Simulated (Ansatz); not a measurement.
Br, doublet in cc-pVQZ: errors against UCCSDT(Q)

A free Br atom.

Basis cc-pVQZ; Ansatz 0.2.0. Only valence electrons are correlated (noble-gas cores and the filled d shells of p-block atoms frozen), which leaves 7 electrons in 54 orbitals. Prefix R: restricted or restricted open-shell reference; prefix U: unrestricted. Active spaces: valence = (7e, 4o) chosen from the atoms' valence shells. No spin–orbit coupling is included, and no scalar relativity.

Full CI isn't at hand for all of this; UCCSDT(Q) serves as the reference, and is uncertain by about the last step of the cluster series. The frozen core follows each run's orbitals, which can shift R against U totals by a few meV for light atoms and by up to 0.1 eV past Ca.

* UHF ⟨S²⟩: 0.760
* T1 diagnostic (RCCSD): 0.0133
* largest doubles amplitude (RCCSD): 0.042
* T1 diagnostic (UCCSD): 0.0068

Question: From what is known of these methods and the diagnostics, rank them by the size of their error in total energy against UCCSDT(Q) in cc-pVQZ, smallest first (an estimate: the text doesn't fix the numbers).
A. UCCSD
B. UHF
C. UMP2
D. UCCSDT
E. UCCSD(T)

Answer: D (0.11 kcal/mol), E (0.49 kcal/mol), A (4.11 kcal/mol), C (16.07 kcal/mol), B (109.63 kcal/mol).

All errors are against UCCSDT(Q) in cc-pVQZ. Within each family the higher level lies nearer, as is usual though not guaranteed.

Natural occupations of CASSCF (valence space) about the gap: 2.000 2.000 2.000 1.000; effectively unpaired electrons, Σ n²(2−n)², 1.00.
